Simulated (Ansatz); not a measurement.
Species: C$_{3}$H$_{3}$, net charge 0, doublet state. SMILES: C1=[C]C1
Coordinates optimised at B3LYP-D3(BJ)/def2-TZVP (Ansatz, a first-principles code):
```xyz
6

C     -0.0052    -0.1070     0.8407
C     -0.0136    -0.6985    -0.5211
C      0.0146     0.5694    -0.6193
H      0.9105    -0.0873     1.4256
H     -0.9230    -0.0470     1.4195
H      0.0376     1.5512    -1.0470
```
Charge 0, spin multiplicity 2.

Wanted: atomisation energy, in kcal/mol. Terms: no spin-orbit coupling; 6-311+G** with 5d; atomisation electronic, to ground-state atoms; open shells spin-unrestricted; LANL2DZ all-electron up to Ne; non-relativistic; six Cartesian d functions in 6-31G* and its kin unless marked 5d; no dispersion term unless named. First-principles rows: single points at B3LYP-D3(BJ) geometries (Ansatz).

```json
[
 {"level": "B3LYP/STO-3G", "program": "Ansatz", "atomisation energy (kcal/mol)": "644.0"},
 {"level": "B3LYP/3-21G", "program": "Ansatz", "atomisation energy (kcal/mol)": "541.4"},
 {"level": "B3LYP/LANL2DZ", "program": "Ansatz", "atomisation energy (kcal/mol)": "530.3"},
 {"level": "B3LYP/6-31G", "program": "Ansatz", "atomisation energy (kcal/mol)": "542.5"},
 {"level": "B3LYP/6-31G*", "program": "Ansatz", "atomisation energy (kcal/mol)": "562.9"},
 {"level": "B3LYP/6-31+G*", "program": "Ansatz", "atomisation energy (kcal/mol)": "557.9"},
 {"level": "B3LYP/6-31G**", "program": "Ansatz", "atomisation energy (kcal/mol)": "565.9"},
 {"level": "B3LYP/def2-SVP", "program": "Ansatz", "atomisation energy (kcal/mol)": "569.1"},
 {"level": "B3LYP/cc-pVDZ", "program": "Ansatz", "atomisation energy (kcal/mol)": "554.3"},
 {"level": "B3LYP/6-311+G**", "program": "Ansatz", "atomisation energy (kcal/mol)": "560.1"},
 {"level": "B3LYP/def2-TZVPD", "program": "Ansatz", "atomisation energy (kcal/mol)": "564.0"}
]
```

No value to compare with is used here. The 10 habitual levels span 530.3 (B3LYP/LANL2DZ) to 644.0 kcal/mol (B3LYP/STO-3G); B3LYP/def2-TZVPD gives 564.0.

The sets are all those run for this method; runs whose electronic state is in doubt are left out.
